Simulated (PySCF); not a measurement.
Structure with atom numbers: `[CH3:1][CH:2]1[CH:3]=[CH:4][CH:5]=[CH:6]1` (H(Xn): hydrogen on atom n).

Geometry: PBE0-D3(BJ)/def2-SVP; GIAO shifts from PySCF, gas phase, non-relativistic, averaged over equivalent atoms.

At PBE/pcSseg-1 (142 basis functions, 18 s wall time on 1 thread of an Arm Neoverse V1, shared host):
```csv
atoms,δ (ppm)
C3/C6,147.0
C4/C5,137.0
C2,53.9
C1,15.4
H(C4)/H(C5),6.55
H(C3)/H(C6),6.52
H(C2),3.17
H(C1),1.14
```

Shifts are taken against calculated references (same method and geometry level): ¹³C (σref 180.03), ¹H (σref 31.20) vs TMS.

Problem. Predict the values at B3LYP/pcSseg-1 on the same geometry.

Solution. 
| atoms | δ at B3LYP/pcSseg-1 | change |
| --- | --- | --- |
| C3/C6 | 149.8 | +2.8 |
| C4/C5 | 139.2 | +2.2 |
| C2 | 52.6 | -1.3 |
| C1 | 15.8 | +0.4 |
| H(C4)/H(C5) | 6.48 | -0.07 |
| H(C3)/H(C6) | 6.48 | -0.04 |
| H(C2) | 3.01 | -0.16 |
| H(C1) | 1.14 | +0.00 |

Chemical shifts δ = σref − σ; ¹³C (σref 179.24), ¹H (σref 31.38) vs TMS, all at this level.

The largest change is at C3/C6 (alkene CH). Cost: 142 basis functions, 11 s wall time on 1 thread of an Arm Neoverse V1, shared host. The order of the carbon signals is the same at both levels.
